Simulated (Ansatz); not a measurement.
A structure relaxed at r2SCAN-D4/def2-SVP in Ansatz, charge 0, singlet:

```csv
atom,x (Å),y (Å),z (Å)
Al1,0.980,1.075,0.268
H2,2.022,2.213,0.551
H3,1.037,0.296,-1.339
H4,-0.566,1.552,-0.494
Al5,-0.717,-0.041,-1.292
H6,-1.678,-0.333,0.185
H7,-1.476,-0.086,-2.665
H8,-0.076,-1.588,-0.663
Al9,-0.262,-1.034,1.024
H10,-0.546,-2.127,2.114
H11,1.443,-0.590,0.733
H12,-0.161,0.664,1.579
```

Problem. Give its formula, name or SMILES and point group.

Solution. (H2Al-mu-H)3 (Al3H9). Point group D3h (tolerance 0.1 Å).

Problem. Summarise the bond lengths by kind (pairs closer than 1.2 times the sum of covalent radii, bridged metal pairs left out).

Solution. 15 × Al–H 1.57 to 1.79 Å.
